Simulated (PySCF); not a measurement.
# UBP86/6-31G(d) (spherical functions) run of Si2H4Cl (SMILES [SiH2][SiH2]Cl)

What is the vertical ionisation energy of Si2H4Cl at UBP86/6-31G* (spherical functions)? The job is set up through a Python script.

The calculation is run with PySCF 2.14.0.

## 1. The structure to begin with

The species is Si2H4Cl (7 atoms), meant as a doublet with charge 0. As SMILES, `[SiH2][SiH2]Cl`. Geometry: relaxed at PBE0-D4/def2-TZVP. This is one conformer, not always the lowest.

Bond lengths: Si1–Si2 2.324 Å, Si2–Cl3 2.062 Å, Si1–H4 1.487 Å, Si1–H5 1.489 Å, Si2–H6 1.484 Å, Si2–H7 1.486 Å. Angles: Si1–Si2–Cl3 108.2°, Si1–Si2–H6 110.2°, Si1–Si2–H7 113.9°, Cl3–Si2–H6 108.4°, Cl3–Si2–H7 107.1°, Si2–Si1–H4 113.9°, Si2–Si1–H5 113.5°, H6–Si2–H7 108.9°, H4–Si1–H5 110.7°.

## 2. The energy at UBP86/6-31G(d) (spherical functions)

calc.py reads:

```python
from pyscf import gto, dft

mol = gto.M(
    atom='''
Si    -1.304600     0.197100    -0.490100
Si     0.776300    -0.077600     0.507200
Cl     0.893700    -2.004700     1.231800
H     -1.568700    -0.750400    -1.605500
H     -1.580900     1.597700    -0.913100
H      0.925300     0.861100     1.647000
H      1.920200     0.108800    -0.423000
''',
    verbose=3,
    basis='6-31g*',
    spin=1,
    max_memory=1860,
)

mf = dft.UKS(mol)
mf.xc = 'bp86'
mf.conv_tol = 1e-10
mf.grids.level = 4
mf.kernel()
if not mf.converged:
    mf = mf.newton().run(mf.mo_coeff, mf.mo_occ)

e_final = mf.e_tot
print(f'total energy: {e_final:.8f} hartree')
```

Command:

```console
OMP_NUM_THREADS=1 python calc.py
```

Output:

```text
WARN: HOMO -0.183456474235741 >= LUMO -0.183456474235742

converged SCF energy = -1041.6159869753  <S^2> = 0.75276775  2S+1 = 2.0027658
total energy: -1041.61598698 hartree
```

Wall time 14 s (1 thread of Arm Neoverse V1, shared host); peak memory 0.34 GiB.

## 3. The singlet cation at the same level

calc.py reads:

```python
from pyscf import gto, dft

mol = gto.M(
    atom=[
    ('Si', (-1.304600, 0.197100, -0.490100)),
    ('Si', (0.776300, -0.077600, 0.507200)),
    ('Cl', (0.893700, -2.004700, 1.231800)),
    ('H', (-1.568700, -0.750400, -1.605500)),
    ('H', (-1.580900, 1.597700, -0.913100)),
    ('H', (0.925300, 0.861100, 1.647000)),
    ('H', (1.920200, 0.108800, -0.423000)),
],
    max_memory=1860,
    spin=0,
    charge=1,
    verbose=3,
    basis='6-31g*',
)

ks = dft.RKS(mol, xc='bp86')
ks.grids.level = 4
ks.conv_tol = 1e-10
ks.kernel()
if not ks.converged:
    ks = ks.newton().run(ks.mo_coeff, ks.mo_occ)

etot = ks.e_tot
print('E(%s) = %.9f' % ('BP86', etot))
```

Command:

```console
OMP_NUM_THREADS=1 python calc.py
```

Output:

```text
converged SCF energy = -1041.29976230915
E(BP86) = -1041.299762309
```

Run time: 9 s. Hardware: 1 thread of Arm Neoverse V1, shared host; peak memory 0.33 GiB.

## 4. Summary of results

At UBP86/6-31G* (spherical functions):

```
                                           quantity           value
                      doublet Si2H4Cl: total energy  -1041.61599 Eh
                     doublet Si2H4Cl: dipole moment          1.64 D
doublet Si2H4Cl: HOMO energy (highest over α and β)        -5.49 eV
 doublet Si2H4Cl: LUMO energy (lowest over α and β)        -3.87 eV
                              doublet Si2H4Cl: ⟨S²⟩           0.753
                       singlet cation: total energy  -1041.29976 Eh
                        singlet cation: HOMO energy       -12.23 eV
                        singlet cation: LUMO energy       -11.50 eV
                      singlet cation: HOMO–LUMO gap         0.73 eV
 vertical ionisation energy (to the singlet cation)        8.605 eV
```

In words: Removing an electron at fixed nuclei costs 8.60 eV (830 kJ/mol). Only the singlet of the ionised species was computed; a triplet could lie lower. Mulliken charges (singlet cation) run from -0.10 on Cl3 to +0.53 on Si1.
